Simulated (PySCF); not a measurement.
Bonds broken one at a time in the series In Cl-OH. All species are isolated molecules in the gas phase. One relaxed conformer stands for each flexible species; it need not be the lowest. Strings in code marks are SMILES.

Computed with PySCF with PBE-D3(BJ)/def2-TZVP // B3LYP-D3(BJ)/def2-TZVP. 

| species | dipole moment (D) | highest occupied spin orbital (eV) |
|---|---|---|
| whole molecule (`[Cl][In]([Cl])[Cl]`) | 0.00 | – |
| radical fragment (`[Cl][In][Cl]`) | [?] | -6.16 |
| radical fragment (`[OH]`) | 1.73 | -7.16 |
| radical fragment (`[OH][In][Cl]` (H–O–In–Cl torsion 180°)) | – | -5.77 |
| radical fragment (`[OH][In][OH]` (H–O–In–O torsion -180°, O–In–O–H torsion 180°)) | – | -5.32 |

**Question.** What belongs in the gaps?

**Answer.** 
- radical fragment (`[Cl][In][Cl]`), dipole moment (D): 2.44
